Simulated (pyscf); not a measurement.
Optimised with ωB97X-D3(BJ)/def2-SVP in PySCF.

Question: H₃C–Sb(CH₃)–SH + CH₄ -> H₃C–Sb(CH₃)–CH₃ + H₂S
Surface: singlet. Broken: S–Sb, C–H. Formed: C–Sb, H–S. Give ΔE‡ and ΔE from ωB97M-D3(BJ)/def2-TZVP, relative to the separated reactants.

Answer: ΔE‡ = 2.85 eV, ΔE = +0.88 eV. Zero-point energy shifts the barrier by -0.08 eV. It is a four-centre exchange, with an imaginary mode of 1290i cm⁻¹. One saddle was located; it need not be the lowest between these sides. Elements past Kr carry the def2 core potentials, without spin-orbit coupling.
